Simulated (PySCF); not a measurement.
Unknown compound

The spectra below were simulated for a compound C₆H₆.

$^{1}$H NMR (400 MHz, computed): δ 7.55 (s, 6H).

$^{13}$C{$^{1}$H} NMR (computed): δ 135.1 (CH).

A single conformation, non-relativistic Hamiltonian, rapidly exchanging positions averaged, no solvent model. Geometry: PBE0-D3(BJ)/def2-SVP; shieldings: GIAO B97-2/pcSseg-2; PySCF 2.14.

δ = σ(ref) − σ, references computed at the same level: TMS for $^{1}$H, $^{13}$C.

What is the structure?

Results:


- The formula gives 4 degrees of unsaturation (1 ring in the answer).
- 1 carbon signal for 6 carbons: some carbons are equivalent by symmetry or fast rotation.
- Carbon types of the structure: 6 × CH, which accounts for all hydrogens.
- δC 135.1: aromatic CH; the aromatic region.
- δH 7.55: hydrogen on an aromatic CH; the ring current deshields protons in the ring plane.

These data were computed for `InChI=1S/C6H6/c1-2-4-6-5-3-1/h1-6H`.

The data come from this structure; uniqueness wasn't tested.

Shifts are as computed, not scaled to solution data. Of 246 compounds with measured shifts, 49 miss one by over three times the rms of a fit or turn the order of signals round; such compounds aren't used in these exercises.
